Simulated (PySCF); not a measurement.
**Spin states of MgAl⁺**

Unrestricted PBE0; Mg x2c-SVPall, Al x2c-SVPall; spin-free X2C with a Gaussian nucleus (PySCF 2.14). Outer shells of the fragments: Mg 3s2; Al+ 3s2.

Followed along the bond (rough minima from three points):

```csv
2Ms+1,unpaired,⟨S²⟩ at the start,R at minimum (Å),Te (eV)
1,none,0.00,3.16,0.00
3,"σ ↑, π ↑",2.01,2.73,1.62
1,"σ ↑, π ↓",1.02,2.75,1.89
3,σ ↑↑,2.00,none in the scan,≤ 1.54
```

Solutions found at the starting distance of 2.650 Å, counted from the lowest of them; the search is not exhaustive and high or unbound solutions are not listed, so other states can lie among these:

```
2Ms+1  unpaired   term  E (eV)  ⟨S²⟩  ⟨Lz²⟩  μ (D)
    1      none    ¹Σ⁺    0.00  0.00   0.00  -1.81
    3  σ ↑, π ↑     ³Π    1.31  2.01   1.00  -2.98
    1  σ ↑, π ↓  mixed    1.58  1.02   1.01  -2.99
    3      σ ↑↑    ³Σ⁺    1.61  2.00   0.00   0.70
    3      π ↑↑    ³Σ⁻    3.77  2.01   0.00  -4.75
    1      π ↑↓  mixed    3.95  1.01   2.01  -4.52
```

A term symbol is given only where ⟨S²⟩ and ⟨Lz²⟩ are close to those of a pure state; real π, δ and φ orbitals otherwise mix terms. A positive dipole points towards Al; it is taken about the centre of mass and depends on that origin.

Counting both spins, an empty level lies below a filled one in some of these solutions, because spin and occupation are held.
